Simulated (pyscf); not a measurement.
Optimised with ωB97X-D3(BJ)/def2-SVP in PySCF.

**Question.** For HO–AsH–O–SiH₃ + H₂ → HO–AsH–OH + SiH₄, a four-centre exchange (singlet surface; O–Si, H–H broken, H–O, H–Si formed), PBE/def2-TZVP gives ΔE‡ = 1.93 eV and ΔE = +0.62 eV (zero: the separated reactants). In which direction and how far do r²SCAN/def2-TZVP, B3LYP-D3(BJ)/def2-TZVP, ωB97M-D3(BJ)/def2-TZVP move these?

**Answer.** r²SCAN: ΔE‡ = 2.13 eV, ΔE = +0.77 eV; B3LYP-D3(BJ): ΔE‡ = 2.24 eV, ΔE = +0.78 eV; ωB97M-D3(BJ): ΔE‡ = 2.24 eV, ΔE = +0.74 eV. PBE's barrier lies under all of them, by 0.19 to 0.31 eV. Its reaction energy lies under all of them, by 0.13 to 0.17 eV. The same reactants have a lower exit, to H₃Si–O–AsH₂ + H₂O (barrier +2.02 eV at ωB97M-D3(BJ), against +2.24 eV here). This is the saddle that the search found; another between the same sides may lie lower. Elements up to Kr have no core potential and no relativistic terms here.
